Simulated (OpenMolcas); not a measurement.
## A ladder of methods for PH2 (SMILES [PH2])

PH2: 3 atoms, total charge 0, spin state doublet. SMILES: `[PH2]`. The coordinates come from a PBE0-D4/def2-TZVP relaxation.

```
atom    x (Å)    y (Å)    z (Å)
   P   0.5257  -0.3094   0.2582
   H   0.1146   1.0515   0.1767
   H  -0.6404  -0.7421  -0.4350
```

Each level gives the energy change with the P1–H2 bond stretched from 1.424 to 2.492 Å (eV). The values are calculated.

```
                   level                   kind     program  value (eV)  less FCI/3-21G  CPU time (all runs)
               UHF/3-21G           Hartree–Fock  OpenMolcas        2.36           +0.38                3.4 s
              UPBE/3-21G                    GGA  OpenMolcas        2.41           +0.43                7.9 s
          U-r2SCAN/3-21G               meta-GGA  OpenMolcas        2.40           +0.42                 12 s
           UM06-2X/3-21G        hybrid meta-GGA  OpenMolcas        2.95           +0.97                 12 s
MC-PDFT[tPBE](7,6)/3-21G         multireference  OpenMolcas        2.36           +0.38                3.6 s
    SC-NEVPT2(7,6)/3-21G         multireference  OpenMolcas        1.96           -0.02                3.5 s
         ROCCSD(T)/3-21G  coupled cluster or CI  OpenMolcas        1.97           -0.01                4.9 s
               FCI/3-21G     exact in the basis  OpenMolcas        1.98            0.00                8.2 s
```

FCI/3-21G is exact within its basis and frozen core, so for wave-function methods in that basis the difference is their error; functionals converge differently with the basis, so for them it is only a difference. The first shape isn't each level's own minimum. The values span 1.96 to 2.95 eV. Spin contamination of the reference (⟨S²⟩ at least 0.1 too high) touches UHF/3-21G, UPBE/3-21G, U-r2SCAN/3-21G, UM06-2X/3-21G. All rows use very small basis sets, so even the best lies far from the true value. Times are those of the runs behind each value, whatever else they computed, on shared processors of several kinds: orders of magnitude only.
